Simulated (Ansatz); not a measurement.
# NaNH (quartet): wave-function methods side by side, def2-QZVPP

The task here is to estimate one member of a computed series from the others.

Method: def2-QZVPP, core rule «outside noble gas», up to 6 orbitals frozen; program: Ansatz 0.2.0, Gaussian basis.

Plan: UHF; ROHF; CCSD(T) on UHF.

2 further runs of the same task are left out: 2 set aside as unsound or not needed.

## The geometry

The geometry is a PBE0/def2-TZVP stationary point (not a proven minimum) of the parent state, kept for this charge and spin.

3 atoms, charge 0, spin multiplicity 4.

Atoms are counted from 1 here; the program's logs count them from 0.

Bond lengths: N1–Na2 2.145 Å, N1–H3 1.027 Å. Angles: Na2–N1–H3 123.3°.

Set-up of the first run:

in.yaml

```yaml
crystal:
  periodic: [false, false, false]
  atoms:
    - {symbol: N, position_ang: [0.000000, -0.109776, 1.277807]}
    - {symbol: Na, position_ang: [0.000000, 0.035821, -0.861777]}
    - {symbol: H, position_ang: [0.000000, 0.708461, 1.899118]}
basis:
  gaussian: {orbitals: "def2-QZVPP.json"}
magnetization: {spin_polarized: true, initial_magnetization: 3}
hamiltonian: {xc: hf}
output: {orbitals: {seedname: orbitals}}
```

Started as:

```bash
$ ansatz run in.yaml --threads 1 --pin off --events-out ev --progress --plain --max-ram 2393MiB
```

Steps of the session up to this table: UHF; ROHF; CCSD(T) on UHF.

One table of the session follows, with a row left open; its other results are not shown here.

| method | from UCCSD(T) (kJ/mol) |
| --- | --- |
| ROHF | +469.2 |
| UHF | +448.3 |
| UMP2 | +58.7 |
| UCCSD | ? |
| UCCSD(T) | 0 |

Estimate the missing values for UCCSD.

**Answer.** from UCCSD(T) (kJ/mol): +12.2. In the column «from UCCSD(T) (kJ/mol)» it lies between UCCSD(T) (0) and UMP2 (+58.7).
